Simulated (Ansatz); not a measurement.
Results of PBE-D3(BJ) in Ansatz (plane waves, PAW) for pyrite RuS2.

Settings: plane-wave cutoff 520 eV, 6×6×6 k mesh, Fermi–Dirac smearing 0.01 eV, no spin polarisation, scalar-relativistic PAW data made under PBE.

Computed at the level's own relaxed cell.

Problem. Give the computed smallest direct gap on the k points sampled, lattice parameter a, bulk modulus B0 and pressure derivative B′ of the bulk modulus.

Solution. 
- smallest direct gap on the k points sampled = 0.82 eV
- lattice parameter a = 5.597 Å
- bulk modulus B0 = 188 GPa
- pressure derivative B′ of the bulk modulus = 4.9

Measured, for comparison: lattice constant a 5.61 Å (temperature not stated, no zero-point or thermal correction; as tabulated in Wikipedia's data pages). Computed (rounded) less measured: lattice constant a -0.2 %.

Note: the bulk modulus comes from volumes at which shape and atoms were relaxed.

Spin–orbit coupling is not included.

Ansatz is a program for electronic structure.
